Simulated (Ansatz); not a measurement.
[Br···H···F], doublet: transfer scan

Starting geometry:

```tsv
atom	x (Å)	y (Å)	z (Å)
Br	0.0000	0.0000	-1.3449
H	0.0000	0.0000	0.0757
F	0.0000	0.0000	1.2691
```

From there H2 is moved from one fragment to the other while all else, the fragments' distance too, stays fixed; atoms are numbered as listed. Energies are in eV, counted from the starting geometry at the same level.

Basis cc-pVTZ; Ansatz 0.2.0. Correlated methods freeze the noble-gas cores and the filled d shells of p-block atoms. Prefix R: restricted or restricted open-shell reference; prefix U: unrestricted. No spin–orbit coupling is included, and no scalar relativity.

The reference follows the lowest state, whose symmetry changes along the scan.

Full CI isn't at hand for all of this; UCCSDT(Q) serves as the reference, and is uncertain by about the last step of the cluster series.

```tsv
distance Br1-H2 (Å)	UCCSD
1.421	0.000
1.463	-0.190
1.546	-0.686
1.630	-1.159
1.714	-1.365
```

Estimate the UCCSDT(Q) curve in cc-pVTZ from this one, knowing how UCCSD errs.

The computed UCCSDT(Q) values, in eV from the starting point, and the error of UCCSD against them:
```csv
distance Br1-H2 (Å),UCCSDT(Q),UCCSD less UCCSDT(Q)
1.421,0.000,0.000
1.463,-0.196,0.006
1.546,-0.664,-0.021
1.630,-1.116,-0.043
1.714,-1.302,-0.063
```

The error spans 0.069 eV and is largest, -0.063 eV, at 1.714 Å.
